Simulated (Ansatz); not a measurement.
We consider cubic perovskite SrTiO3 (cubic form, which distorts at low temperature), described by BLYP (Ansatz, a quantum-chemistry and plane-wave program, PAW).

Settings: plane-wave cutoff 520 eV, 10×10×10 k mesh, Fermi–Dirac smearing 0.01 eV, no spin polarisation, scalar-relativistic PAW data made under PBE.

Energies at three volumes about the minimum:

```json
[
 {"V (Å³/atom)": "12.289", "E − E_lowest (meV/atom)": "2.60"},
 {"V (Å³/atom)": "12.540", "E − E_lowest (meV/atom)": "0.00"},
 {"V (Å³/atom)": "12.790", "E − E_lowest (meV/atom)": "2.45"}
]
```

Problem. Fit a parabola by hand: where is the minimum, what lattice constant follows, and what is the bulk modulus?

Solution. Slopes: (0.00 − 2.60)/(12.540 − 12.289) = -10.359 and (2.45 − 0.00)/(12.790 − 12.540) = 9.800 meV/Å³. Curvature E″ = 2 × (9.800 − (-10.359))/(12.790 − 12.289) = 80.475 meV/Å⁶. From the middle of the first interval, the slope vanishes at V0 = 12.4145 − (-10.359)/80.475 = 12.543 Å³/atom. B = V0 E″ = 12.543 × 80.475 meV/Å³ × 0.1602 GPa per meV/Å³ = 162 GPa. With 5 atoms in the cube, a = (5 × 12.543)^(1/3) = 3.973 Å. The full Birch–Murnaghan fit to all volumes gives V0 = 12.539 Å³/atom and B0 = 161 GPa.

Measured, for comparison: bulk modulus 172 GPa (room temperature, not corrected to a static lattice, Murnaghan fit, our sources range from 165 to 179; as tabulated in Guennou et al. (2010), arXiv:0910.0710); lattice constant a 3.89 Å (0 K, cubic phase extrapolated to 0 K; as tabulated in Bilc et al. (2008), arXiv:0805.0753). Computed (rounded) less measured: bulk modulus -6 % (-2 % to -10 % over the range).

Note: the relaxation could not lower the start's symmetry, so the cell can be a saddle point above a distorted one.
